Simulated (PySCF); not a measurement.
# C2HF3O (SMILES FC1OC1(F)F): levels of theory compared

We compute a comparison of 6 runs (HF/STO-3G, HF/3-21G, B3LYP/6-31G*, PBE0/def2-SVP, BLYP/def2-TZVP, MP2/6-31G) of C2HF3O. 

The calculation is run with PySCF 2.14.0.

**1. The system as given**

C2HF3O: 7 atoms, total charge 0, spin state singlet. As SMILES, `FC1OC1(F)F`. Geometry: relaxed at PBE0-D4/def2-TZVP.

Bond lengths: F1–C2 1.334 Å, C2–O3 1.424 Å, C2–C4 1.445 Å, O3–C4 1.366 Å, C4–F5 1.322 Å, C4–F6 1.326 Å, C2–H7 1.086 Å. Some angles: F1–C2–O3 115.2°, F1–C2–C4 119.8°, O3–C2–C4 56.8°, C2–O3–C4 62.4°, C2–C4–O3 60.8°, C2–C4–F5 121.9°, C2–C4–F6 123.1°, O3–C4–F5 116.9°, O3–C4–F6 116.4°, F5–C4–F6 109.4°.

**2. Energy and forces at HF/STO-3G (run 1)**

run.py reads:

```python
import pyscf.grad
from pyscf import gto, scf

system = gto.M(
    atom='''
F       -0.633400      -1.685800       0.231100
C       -0.181400      -0.473900       0.556500
O        1.148600      -0.190200       0.135600
C        0.132100       0.478800      -0.484100
F       -0.069200       0.209600      -1.763100
F        0.091600       1.791700      -0.299600
H       -0.427000      -0.198200       1.577800
''',
    max_memory=1860,
    charge=0,
    basis='sto-3g',
    verbose=4,
    spin=0,
)

mf = scf.RHF(system)
mf.conv_tol = 1e-10
mf.kernel()
if not mf.converged:
    mf = mf.newton().run(mf.mo_coeff, mf.mo_occ)

etot = mf.e_tot
print('Final energy', etot)
grad = mf.Gradients().kernel()
mf.analyze()
```

Launch:

```bash
OMP_NUM_THREADS=1 python run.py
```

Log:

```text
PySCF version 2.14.0

[... 78 lines left out ...]
Nuclear Repulsion Energy =             258.090768178979204
[... 6 lines left out ...]
MO #1   energy= -26.0020526406609  occ= 2
[... 4 lines left out ...]
MO #6   energy= -11.2037875002287  occ= 2
[... 4 lines left out ...]
MO #11  energy= -0.907444774403492 occ= 2
[... 4 lines left out ...]
MO #16  energy= -0.607842301556417 occ= 2
[... 4 lines left out ...]
MO #21  energy= -0.49484751604572  occ= 2
[... 4 lines left out ...]
MO #26  energy= 0.520640311981285  occ= 0
[... 4 lines left out ...]
MO #31  energy= 0.787594094820749  occ= 0
[... 41 lines left out ...]
Dipole moment(X, Y, Z, Debye): -0.93537,  0.33248,  0.95144
```

Run time: 3.9 s. Hardware: 1 thread of Intel Xeon at 2.50GHz (Skylake/Cascade Lake), shared host; peak memory 0.12 GiB.

**3. Energy and forces at HF/3-21G (run 2)**

geometry.xyz reads:

```xyz
7

F     -0.633400    -1.685800     0.231100
C     -0.181400    -0.473900     0.556500
O      1.148600    -0.190200     0.135600
C      0.132100     0.478800    -0.484100
F     -0.069200     0.209600    -1.763100
F      0.091600     1.791700    -0.299600
H     -0.427000    -0.198200     1.577800
```

job.py reads:

```python
# FC1OC1(F)F
from pyscf import gto

molecule = gto.M(
    atom='geometry.xyz',
    spin=0,
    max_memory=1860,
    verbose=4,
    basis='3-21g',
    charge=0,
)

mf = molecule.RHF()
mf.conv_tol = 1e-10
mf.kernel()
if not mf.converged:
    mf = mf.newton().run(mf.mo_coeff, mf.mo_occ)

energy = mf.e_tot
print(f'total energy: {energy:.8f} hartree')
grad = mf.nuc_grad_method().kernel()
mf.analyze()
```

Launch:

```bash
OMP_NUM_THREADS=1 python job.py
```

Log:

```text
PySCF version 2.14.0

[... 84 lines left out ...]
DFT Exchange-Correlation Energy =      -49.109019776844605
[... 9 lines left out ...]
MO #8   energy= -1.66975837362035  occ= 2
[... 7 lines left out ...]
MO #16  energy= -0.749881055902652 occ= 2
[... 7 lines left out ...]
MO #24  energy= -0.494212043664009 occ= 2
[... 7 lines left out ...]
MO #32  energy= 0.875672642601314  occ= 0
[... 7 lines left out ...]
MO #40  energy= 1.77941838518902   occ= 0
[... 7 lines left out ...]
MO #48  energy= 2.41625576392413   occ= 0
[... 7 lines left out ...]
MO #56  energy= 4.25919493738924   occ= 0
[... 66 lines left out ...]
Dipole moment(X, Y, Z, Debye): -1.51499,  0.48160,  1.88871
```

Wall time 4.2 s (1 thread of Intel Xeon at 2.50GHz (Skylake/Cascade Lake), shared host); peak memory 0.13 GiB.

Runs 3 to 4 aren't shown in full; the table further down has their settings and results.

**4. Energy and gradient at BLYP/def2-TZVP (run 5)**

calc.py reads:

```python
import pyscf.grad
from pyscf import gto, dft

molecule = gto.M(
    atom=[
    ('F', (-0.633400, -1.685800, 0.231100)),
    ('C', (-0.181400, -0.473900, 0.556500)),
    ('O', (1.148600, -0.190200, 0.135600)),
    ('C', (0.132100, 0.478800, -0.484100)),
    ('F', (-0.069200, 0.209600, -1.763100)),
    ('F', (0.091600, 1.791700, -0.299600)),
    ('H', (-0.427000, -0.198200, 1.577800)),
],
    basis='def2-tzvp',
    verbose=4,
    max_memory=1860,
)

myscf = dft.RKS(molecule, xc='blyp')
myscf.conv_tol = 1e-10
myscf.grids.level = 5
myscf.kernel()
if not myscf.converged:
    myscf = myscf.newton().run(myscf.mo_coeff, myscf.mo_occ)

e_tot = myscf.e_tot
print('E = %.10f Eh' % e_tot)
grad = myscf.Gradients().kernel()
myscf.analyze()
```

Launch:

```bash
OMP_NUM_THREADS=1 python calc.py
```

Log:

```text
PySCF version 2.14.0

[... 105 lines left out ...]
DFT Exchange-Correlation Energy =      -51.208146318650471
[... 25 lines left out ...]
MO #24  energy= -0.286496054833954 occ= 2
[... 23 lines left out ...]
MO #48  energy= 0.609874215288428  occ= 0
[... 23 lines left out ...]
MO #72  energy= 1.58019491981472   occ= 0
[... 23 lines left out ...]
MO #96  energy= 2.5794456750037    occ= 0
[... 23 lines left out ...]
MO #120 energy= 3.56753227804758   occ= 0
[... 23 lines left out ...]
MO #144 energy= 5.74734903471749   occ= 0
[... 23 lines left out ...]
MO #168 energy= 7.29906738930041   occ= 0
[... 23 lines left out ...]
MO #192 energy= 56.8106437573688   occ= 0
[... 202 lines left out ...]
Dipole moment(X, Y, Z, Debye): -0.85658,  0.27022,  1.44074
```

Run time: 4.3 min. Hardware: 1 thread of Intel Xeon at 2.50GHz (Skylake/Cascade Lake), shared host; peak memory 2.9 GiB.

**5. Energy and gradient at MP2/6-31G (run 6)**

input.xyz reads:

```xyz
7
C2HF3O
F     -0.633400    -1.685800     0.231100
C     -0.181400    -0.473900     0.556500
O      1.148600    -0.190200     0.135600
C      0.132100     0.478800    -0.484100
F     -0.069200     0.209600    -1.763100
F      0.091600     1.791700    -0.299600
H     -0.427000    -0.198200     1.577800
```

job.py reads:

```python
from pyscf import gto, scf, mp

mol = gto.Mole()
mol.atom = 'input.xyz'
mol.spin = 0
mol.basis = '6-31g'
mol.verbose = 4
mol.max_memory = 1860
mol.build()

mf = scf.RHF(mol)
mf.conv_tol = 1e-10
mf.kernel()
if not mf.converged:
    mf = mf.newton().run(mf.mo_coeff, mf.mo_occ)

pt = mp.MP2(mf, frozen=6).run()
etot = pt.e_tot
print('E(%s) = %.9f' % ('MP2', etot))
grad = pt.nuc_grad_method().kernel()
mf.analyze()
```

Launch:

```bash
OMP_NUM_THREADS=1 python job.py
```

Log:

```text
PySCF version 2.14.0

[... 91 lines left out ...]
DFT Exchange-Correlation Energy =      -49.191192474830132
[... 9 lines left out ...]
MO #8   energy= -1.6923772116278   occ= 2
[... 7 lines left out ...]
MO #16  energy= -0.767321511065009 occ= 2
[... 7 lines left out ...]
MO #24  energy= -0.512601436446671 occ= 2
[... 7 lines left out ...]
MO #32  energy= 0.704392452551081  occ= 0
[... 7 lines left out ...]
MO #40  energy= 1.17049783136426   occ= 0
[... 7 lines left out ...]
MO #48  energy= 1.65245545858599   occ= 0
[... 7 lines left out ...]
MO #56  energy= 2.57917223869115   occ= 0
[... 66 lines left out ...]
Dipole moment(X, Y, Z, Debye): -1.51842,  0.47921,  2.15256
```

Run time: 13 s. Hardware: 1 thread of Intel Xeon at 2.50GHz (Skylake/Cascade Lake), shared host; peak memory 0.18 GiB.

**6. Overview of the runs**

```csv
run,level,integration grid,frozen core orbitals,energy (Eh),dipole moment (D) of the reference,HOMO energy (eV),LUMO energy (eV),wall time
1,HF/STO-3G,–,–,-443.298106,1.38,-9.82,11.83,3.9 s
2,HF/3-21G,–,–,-446.971033,2.47,-13.45,7.05,4.2 s
3,B3LYP/6-31G* (spherical functions),5,–,-451.494802,1.70,-8.79,2.54,59 s
4,PBE0/def2-SVP,5,–,-450.729928,1.80,-9.39,2.20,55 s
5,BLYP/def2-TZVP,5,–,-451.660403,1.70,-7.80,0.64,4.3 min
6,MP2/6-31G,–,6,-449.909973,2.68,-13.95,6.13,13 s
```

**7. Outcome**

| quantity | value |
| --- | --- |
| run 6: total energy | -449.90997 Eh |
| run 6: dipole moment (Hartree–Fock density) | 2.68 D |
| run 6: HOMO energy (Hartree–Fock orbitals) | -13.95 eV |
| run 6: LUMO energy (Hartree–Fock orbitals) | 6.13 eV |
| run 6: HOMO–LUMO gap (Hartree–Fock orbitals) | 20.08 eV |
| run 6: correlation energy (6 core orbitals frozen) | -657.6 mEh |
| run 6: largest force on an atom | 4.665 eV/Å |

**Reading.** Over runs 1, 2, 3, 4, 5 the dipole moment (its size) runs from 1.38 D (HF/STO-3G) to 2.47 D (HF/3-21G). Over runs 1, 2, 3, 4, 5 the HOMO–LUMO gap runs from 8.43 eV (BLYP/def2-TZVP) to 21.65 eV (HF/STO-3G). The two ends differ in method and basis. Totals of different functionals can't be ranked against each other. In run 1 the basis is minimal, so the values are rough. All runs together took 6.5 min, the longest 4.3 min.
